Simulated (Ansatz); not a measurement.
Process, species as SMILES: C (CH4) → [CH3] (CH3) + H atom
B3LYP-D3(BJ)/def2-TZVP geometries, fixed; electronic energies without zero-point terms.

Basis-set convergence of the bond dissociation energy at HF with Ansatz (a quantum-chemistry and plane-wave program). All functions are spherical. Open shells are unrestricted. No added dispersion term, no relativity. Functions are those of the species that has most. Reference: the value in aug-cc-pVQZ, 85.25 kcal/mol, itself unsure by roughly 0.03 kcal/mol (its mean distance from def2-QZVPPD, pcseg-3, def2-QZVPP). Deviations are taken from unrounded values.

```json
[
 {"basis": "3-21G", "functions": "17", "bond dissociation energy (kcal/mol)": "86.64", "minus reference (kcal/mol)": "1.39"},
 {"basis": "def2-SV(P)", "functions": "22", "bond dissociation energy (kcal/mol)": "84.15", "minus reference (kcal/mol)": "-1.11"},
 {"basis": "cc-pVDZ", "functions": "34", "bond dissociation energy (kcal/mol)": "85.10", "minus reference (kcal/mol)": "-0.15"},
 {"basis": "def2-SVP", "functions": "34", "bond dissociation energy (kcal/mol)": "85.93", "minus reference (kcal/mol)": "0.68"},
 {"basis": "aug-cc-pVDZ", "functions": "59", "bond dissociation energy (kcal/mol)": "84.39", "minus reference (kcal/mol)": "-0.86"},
 {"basis": "aug-pcseg-1", "functions": "59", "bond dissociation energy (kcal/mol)": "86.21", "minus reference (kcal/mol)": "0.96"},
 {"basis": "6-311++G(2d,2p)", "functions": "67", "bond dissociation energy (kcal/mol)": "85.40", "minus reference (kcal/mol)": "0.14"},
 {"basis": "cc-pVTZ", "functions": "86", "bond dissociation energy (kcal/mol)": "85.37", "minus reference (kcal/mol)": "0.12"},
 {"basis": "pcseg-2", "functions": "86", "bond dissociation energy (kcal/mol)": "85.41", "minus reference (kcal/mol)": "0.16"},
 {"basis": "6-311++G(3df,3pd)", "functions": "111", "bond dissociation energy (kcal/mol)": "85.27", "minus reference (kcal/mol)": "0.01"},
 {"basis": "aug-pcseg-2", "functions": "138", "bond dissociation energy (kcal/mol)": "85.43", "minus reference (kcal/mol)": "0.17"},
 {"basis": "def2-QZVPPD", "functions": "195", "bond dissociation energy (kcal/mol)": "85.26", "minus reference (kcal/mol)": "0.00"},
 {"basis": "aug-cc-pVQZ", "functions": "264", "bond dissociation energy (kcal/mol)": "85.25", "minus reference (kcal/mol)": "0.00"}
]
```

The smallest set listed that lies within 0.5 kcal/mol of the reference with all its larger relatives (same family, alike in diffuse functions; a set with none counts only in the reference's own line) is cc-pVDZ (34 functions, -0.15 kcal/mol off). Inside, with no larger relative to test it: aug-pcseg-2, def2-QZVPPD. (Relatives not listed, tested too: cc-pVQZ 0.05, pcseg-3 0.07 kcal/mol.)
